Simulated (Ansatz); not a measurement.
Rutile PbO2 was calculated with PBE (PAW; Ansatz, a first-principles code).

Numerical settings: plane-wave cutoff 520 eV, 12×12×16 k mesh (along the axes of the cell as run), Fermi–Dirac smearing 0.05 eV, scalar-relativistic PAW data made under PBE.

Cell (relaxed at this level):

```
CELL_PARAMETERS angstrom
      5.08159     0.00000     0.00000
      0.00000     5.08159     0.00000
      0.00000     0.00000     3.44326
ATOMIC_POSITIONS crystal
  Pb 0.00000 0.00000 0.00000
  Pb 0.50000 0.50000 0.50000
  O  0.30798 0.30798 0.00000
  O  0.80798 0.19202 0.50000
  O  0.19202 0.80798 0.50000
  O  0.69202 0.69202 0.00000
```

**Question.** Give the computed bulk modulus B0, smallest direct gap on the k points sampled and pressure derivative B′ of the bulk modulus.

**Answer.** 
* **bulk modulus B0**: 106 GPa
* **smallest direct gap on the k points sampled**: 0.10 eV (under three smearing widths, so not firm)
* **pressure derivative B′ of the bulk modulus**: 6.2

Note: the bulk modulus comes from volumes at which shape and atoms were relaxed.

Spin–orbit coupling is not included; it can close the smallest gap of 0.02 eV.

Computed values are for the static lattice.

Cost on a shared machine: about 23 core-minutes (a rough figure).
